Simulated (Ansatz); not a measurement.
C3H6F2O can be A, `CCOC(F)F`, or B, `FCCOCF`.

Isolated molecules relaxed with PBE0-D4/def2-TZVP in Ansatz; ΔE leaves out vibrations. CBS: MP2 limit from def2 TZ/QZ plus the TZ coupled-cluster correction, frozen cores. Functionals use def2-TZVPP. B3LYP here is the variant with VWN-RPA as its local correlation; programs differ in this. Each species was taken in one conformer, which may not be the lowest.

A:

```xyz
12

C    -1.135   -0.957    1.020
C    -0.334    0.185    0.456
O     0.380   -0.294   -0.680
C     1.244    0.597   -1.207
F     1.972   -0.041   -2.130
F     0.586    1.607   -1.838
H    -1.840   -1.334    0.277
H    -1.699   -0.621    1.892
H    -0.481   -1.777    1.323
H     0.381    0.567    1.197
H    -0.985    1.012    0.155
H     1.911    1.056   -0.464
```

B:

Z-matrix (Å, degrees):
```
C
C 1 1.498
F 1 1.380 2 110.7
H 1 1.094 2 109.8 3 119.4
H 1 1.094 2 110.5 3 -119.7
O 2 1.414 1 109.0 3 70.7
H 2 1.099 1 109.8 3 -50.1
H 2 1.096 1 109.1 3 -168.7
C 6 1.363 2 114.5 1 -166.0
F 9 1.383 6 111.2 2 -69.5
H 9 1.091 6 107.6 2 172.6
H 9 1.098 6 112.0 2 49.3
```

**Question.** Which is lower in electronic energy at CCSD(T)/CBS, and by how much? (Estimate.)

**Answer.** Ansatz gave: A, by 13.5 kcal/mol.

**Question.** Give E(B) − E(A) in kcal/mol with B2PLYP, LDA (SPW92), B3LYP-D4, PBE-D4, BLYP-D4, B3LYP, CCSD(T)/def2-SVP. (An estimate is asked.)

**Answer.** Computed: B2PLYP 13.4, LDA (SPW92) 15.5, B3LYP-D4 12.7, PBE-D4 13.5, BLYP-D4 12.0, B3LYP 12.7, CCSD(T)/def2-SVP 16.6. None reverses the order clearly.

**Question.** Does the order hold for the free energy at 298.15 K (harmonic terms from PBE0-D4)? (An estimate is asked.)

**Answer.** Computed: Yes: G(B) − G(A) = +13.8 kcal/mol, for one conformer each. Modes under 60 cm⁻¹, often nearly free rotors, make the harmonic entropy too high.

Largest T1 diagnostic: 0.011.

Leaving LDA and LC-ωPBE aside and taking each functional with its dispersion term where it has one, the values, not all of them listed here, spread over 3.3 kcal/mol, from BLYP-D4 to r2SCAN0-D4. LDA lies +2.0 kcal/mol from PBE without D4. From BLYP to BHLYP (50 % exact exchange), in def2-TZVPP and without D4, E(B) − E(A) moves by +1.6 kcal/mol.
